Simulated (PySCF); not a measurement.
C3H5FS.
Structure used (GFN2-xTB), in Å, numbered top down from 1:
```
atom  x, y, z in Å
F1     0.5638    1.6103   -0.6597
C2    -0.1547    0.4621   -0.8103
C3    -0.9860    0.0082    0.3483
C4     0.2560   -0.7486   -0.0347
S5     1.7099   -0.7458    1.0284
H6    -0.5005    0.3740   -1.8328
H7    -0.9403    0.6128    1.2418
H8    -1.9526   -0.4301    0.1565
H9     0.1544   -1.7139   -0.5101
H10    1.8589    0.5756    1.0500
```

The calculation used PySCF, delta-SCF UKS SCAN, pcX-2 on the ionised atom, pcseg-1 elsewhere, spin-free X2C. Every row has its own mixed basis.

```csv
ionised atom,basis functions,E(ionised) (Eh),binding energy (eV)
C2,130,-605.55163,293.298
C3,130,-605.63127,291.049
C4,130,-605.60745,291.713
F1,130,-590.90957,692.875
S5,141,-525.41389,2477.450
```

Q: Fill in the total energy of each ground state.

A: With binding energy = E(ionised) − E(ground) and 27.2114 eV a hartree:

| atom | binding energy (Eh) | E(ground) (Eh) |
| --- | --- | --- |
| C2 | 10.7785 | -616.3301 |
| C3 | 10.6959 | -616.3271 |
| C4 | 10.7202 | -616.3277 |
| F1 | 25.4627 | -616.3723 |
| S5 | 91.0446 | -616.4585 |

Q: How much do the ground-state energies differ, and what would follow from using one of them for all holes?

A: They run from -616.4585 Eh (core basis on S5) to -616.3271 Eh (on C3), 0.1314 Eh or 3.58 eV apart, for one and the same state in different bases and grids. Pairing the ion of C3 with the ground state of S5 would put its binding energy 3.58 eV too high.

The listed C 1s values span 2.25 eV, from C3 (bonded to 2 C and 2 H) to C2 (bonded to F, 2 C and H). The widest gap between neighbouring values is 1.59 eV, between 291.71 and 293.30 eV. Summing the Pauling electronegativity differences to the bonded atoms, each weighted by its formal bond order, gives -0.70 for the lowest site and +1.08 for the highest; no listed site has a larger sum than the highest.

Only 1s holes are shown. The structure is a single GFN2-xTB conformer in the gas phase; no vibrational or solvent corrections.

The run took 34 s wall on Arm Neoverse V2, one thread, on a shared host.
